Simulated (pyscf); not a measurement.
Optimised with ωB97X-D3(BJ)/def2-SVP in PySCF.

**Question.** For F–CH₂–F + silyl (SiH₃•) -> hydrogen fluoride (HF) + F–CH•–SiH₃, a concerted two-bond exchange (doublet surface; C–F, C–H broken, F–H, C–Si formed), PBE/def2-TZVP gives ΔE‡ = 35.3 kcal/mol and ΔE = +2.0 kcal/mol (zero: the separated reactants). In which direction and how far do r²SCAN/def2-TZVP, M06-2X/def2-TZVP, ωB97M-D3(BJ)/def2-TZVP move these?

**Answer.** r²SCAN: ΔE‡ = 39.1 kcal/mol, ΔE = +0.9 kcal/mol; M06-2X: ΔE‡ = 48.3 kcal/mol, ΔE = +2.5 kcal/mol; ωB97M-D3(BJ): ΔE‡ = 44.1 kcal/mol, ΔE = -0.8 kcal/mol. PBE's barrier lies under all of them, by 3.7 to 13.0 kcal/mol. Its reaction energy lies among theirs. Low barriers are usual for a GGA, whose delocalisation error favours stretched bonds. One saddle was located; it need not be the lowest between these sides.
